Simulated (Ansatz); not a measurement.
A structure relaxed at PBE0-D4/def2-TZVP, charge 0, multiplicity 1:

| atom | x (Å) | y (Å) | z (Å) |
| --- | --- | --- | --- |
| F1 | 0.4066 | 1.4428 | 1.6385 |
| Al2 | -0.2523 | 0.8796 | 0.2330 |
| P3 | -0.3281 | -1.4145 | -0.0567 |
| H4 | -0.8568 | 1.9475 | -0.7585 |
| H5 | 0.0131 | -1.2909 | -1.4321 |
| H6 | 1.0176 | -1.5645 | 0.3758 |

Give its formula and SMILES.

AlFH3P, `[F][AlH][PH2]`.

Summarise the bond lengths by kind.

1 × Al–F 1.651 Å; 1 × Al–P 2.314 Å; 1 × Al–H 1.578 Å; 2 × H–P 1.421 to 1.422 Å.

Program: Ansatz 0.2.0.
